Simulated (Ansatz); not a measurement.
# CH4MgO (SMILES C[O][MgH]): a rigid scan of the bond length C1–H4

An exercise on one series of results from a longer session: the logs are not shown, and one member is left open.

The runs use Ansatz 0.2.0, Gaussian basis; single points in def2-TZVPP.

Levels: PBE-D4, r2SCAN-D4, PBE0-D4, B3LYP-D4, wB97M-V, Hartree-Fock, MP2, CCSD, CCSD(T). The scan takes 0.968, 1.006, 1.062, 1.128, 1.200, 1.278, 1.361, 1.449, 1.540 Å.

Correlated methods freeze the cores. The outer core shell of Li, Na, Mg and K is correlated. B3LYP uses VWN-RPA correlation.

19 further runs of the same task are left out: 19 set aside as unsound or not needed.

## The starting structure

The minimum, relaxed at PBE0-D4: SMILES `C[O][MgH]`, 7 atoms, charge 0, spin multiplicity 1.

Atoms are counted from 1 here; the program's logs count them from 0.

Bond lengths: C1–O2 1.376 Å, C1–H4 1.100 Å, C1–H5 1.100 Å, C1–H6 1.100 Å, O2–Mg3 1.763 Å, Mg3–H7 1.690 Å. Angles: O2–C1–H4 111.8°, O2–C1–H5 111.8°, O2–C1–H6 111.8°, H4–C1–H5 107.0°, H4–C1–H6 107.0°, H5–C1–H6 107.0°, C1–O2–Mg3 180.0°, O2–Mg3–H7 180.0°.

Coordinates:

```
C    -0.6350    0.9513   -0.0894
O     0.1283   -0.1891    0.0093
Mg    1.1073   -1.6498    0.1350
H    -0.9133    1.1679   -1.1312
H    -0.1016    1.8343    0.2919
H    -1.5704    0.8678    0.4832
H     2.0461   -3.0504    0.2555
```

Energies of the minimum (eV), from earlier single points: PBE-D4 -8588.10800, r2SCAN-D4 -8592.79945, PBE0-D4 -8588.79306, B3LYP-D4 -8596.22651, wB97M-V -8593.55755, CCSD(T) -8582.28754.

At the minimum the bond length C1–H4 is 1.100 Å.

Set-up of the first run:

Contents of ccsdt-tzvpp/in.yaml:

```yaml
crystal:
  periodic: [false, false, false]
  atoms:
    - {symbol: C, position_ang: [-0.635049, 0.951282, -0.089411]}
    - {symbol: O, position_ang: [0.128275, -0.189080, 0.009284]}
    - {symbol: Mg, position_ang: [1.107294, -1.649766, 0.134956]}
    - {symbol: H, position_ang: [-0.879928, 1.141919, -1.006317]}
    - {symbol: H, position_ang: [-0.101646, 1.834334, 0.291872]}
    - {symbol: H, position_ang: [-1.570386, 0.867767, 0.483158]}
    - {symbol: H, position_ang: [2.046097, -3.050424, 0.255452]}
basis:
  gaussian: {orbitals: def2-TZVPP}
correlation: {method: ccsd_t}
```

The command line of these runs was not kept.

Steps of the session up to this table: C1–H4 = 0.968 Å; C1–H4 = 1.006 Å; C1–H4 = 1.062 Å; C1–H4 = 1.128 Å; C1–H4 = 1.200 Å; C1–H4 = 1.278 Å; C1–H4 = 1.361 Å; C1–H4 = 1.449 Å; C1–H4 = 1.540 Å.

One of the session's tables, all rows but one given; the rest of the session is left out.

It belongs to the step «The curves». Energies less that of the minimum at the same level (meV):

```
bond length (Å)  PBE-D4  PBE0-D4  B3LYP-D4  wB97M-V  Hartree-Fock
          0.968     380      349       340      335           310
          1.006     185      162       157      153           133
          1.062      33       23        22       20            10
1.100 (minimum)       0        0         0        0             0
          1.128       ?        ?         ?        ?             ?
          1.200     101      130       129      138           169
          1.278     301      356       349      368           429
          1.361     575      659       642      677           775
          1.449     896     1015       981     1043          1181
          1.540    1245     1400      1351     1436          1617
```

Estimate the missing values for bond length (Å) = 1.128.

As computed: PBE-D4: 5; PBE0-D4: 12; B3LYP-D4: 13; wB97M-V: 15; Hartree-Fock: 22.

Caveats from the session: A polynomial through the near points puts the CCSD(T) minimum 0.002 Å below the PBE0-D4 value.
